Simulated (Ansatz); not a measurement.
`N#C[SiH3]` → `C#N` + `[SiH2]` at 700 K and 1 bar (silylene formation by 1,1-elimination).

Calculated with Ansatz (gas phase, PBE0-D4/def2-TZVP geometries, no zero-point term in ΔE). CCSD(T)/CBS is frozen-core, at the limit of the def2 triple- and quadruple-zeta sets.

```json
{"species": "`N#C[SiH3]`", "CCSD(T)/CBS energy (Eh)": "-383.60906", "H − E (kJ/mol)": "133.4", "S (J/(mol·K))": "333.7"}
{"species": "`C#N`", "CCSD(T)/CBS energy (Eh)": "-93.31667", "H − E (kJ/mol)": "68.7", "S (J/(mol·K))": "235.2"}
{"species": "`[SiH2]`", "CCSD(T)/CBS energy (Eh)": "-290.18696", "H − E (kJ/mol)": "56.3", "S (J/(mol·K))": "240.4"}
```

H − E and S are ideal-gas, rigid-rotor, harmonic terms from PBE0-D4/def2-TZVP. 1 Eh = 2625.50 kJ/mol, R = 8.31446 J/(mol·K).

Problem. By hand: ΔE, ΔH, ΔS and ΔG.

Solution. ΔE = (-93.31667) + (-290.18696) − (-383.60906) = 0.10543 Eh = 276.8 kJ/mol. Δ(H − E) = 68.7 + 56.3 − 133.4 = -8.4, so ΔH = 268.4 kJ/mol. ΔS = 235.2 + 240.4 − 333.7 = 141.9 J/(mol·K). ΔG = 268.4 − 700 × (141.9)/1000 = 169.1 kJ/mol.

Problem. By hand: the equilibrium constant, and the temperature at which ΔG would vanish if ΔH and ΔS stayed fixed.

Solution. log₁₀ K = −ΔG/(RT ln 10) = -12.6. ΔG = 0 at ΔH/ΔS = 1891 K.

The number of gas molecules changes by +1, which sets the sign of ΔS. A doubt of 5 kJ/mol in ΔE shifts log₁₀ K by 0.4 here. These are equilibria of isolated gas molecules and say nothing of rates. Largest T1 diagnostic: 0.014 (customary marks: 0.02 for closed shells, 0.045 for open ones).
